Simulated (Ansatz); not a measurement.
Ideal-gas functions of sulfur hexafluoride (`FS(F)(F)(F)(F)F`) at 298.15 K and 1 bar, from an Ansatz frequency run at PBE0-D4/def2-TZVP.

Molar mass 146.06 g/mol, point group Oh (symmetry number 24), electronic degeneracy 1, moments of inertia 186.165, 186.165, 186.166 u Å². Harmonic wavenumbers (cm⁻¹, unscaled): 344, 344, 344, 519, 519, 519, 610, 610, 610, 646, 646, 779, 961, 961, 961.

Use S(trans) = R[1.5 ln M + 2.5 ln T − 1.1517]; rotational temperatures θ = 24.2544 K / I; S(rot) = R[ln(√π/σ · √(T³/θAθBθC)) + 1.5]; for each mode x = 1.438777 ν̃/T, S = R[x/(eˣ − 1) − ln(1 − e⁻ˣ)] and H = RT x/(eˣ − 1); 1 cm⁻¹ = 0.0119627 kJ/mol; R = 8.31446 J/(mol·K).

Problem. By hand: the entropy, in J/(mol·K).

Solution. Translation 171.0. Rotation: θ = 0.1303, 0.1303, 0.1303 K, giving 87.3. Vibration, mode by mode: 4.99, 4.99, 4.99, 2.56, 2.56, 2.56, 1.81, 1.81, 1.81, 1.58, 1.58, 0.94, 0.46, 0.46, 0.46, in all 33.6. Electronic 0.0. Sum 291.9 J/(mol·K).

Problem. By hand: H − E and G − E in kJ/mol, counted from the electronic energy.

Solution. Zero-point energy ½ × 9373 × 0.0119627 = 56.1; thermal vibration 7.0; translation, rotation and pV give 4 RT = 9.9. H − E = 73.0 kJ/mol, and G − E = 73.0 − 298.15 × 291.9/1000 = -14.0 kJ/mol.

Vibration gives 12 % of the entropy.
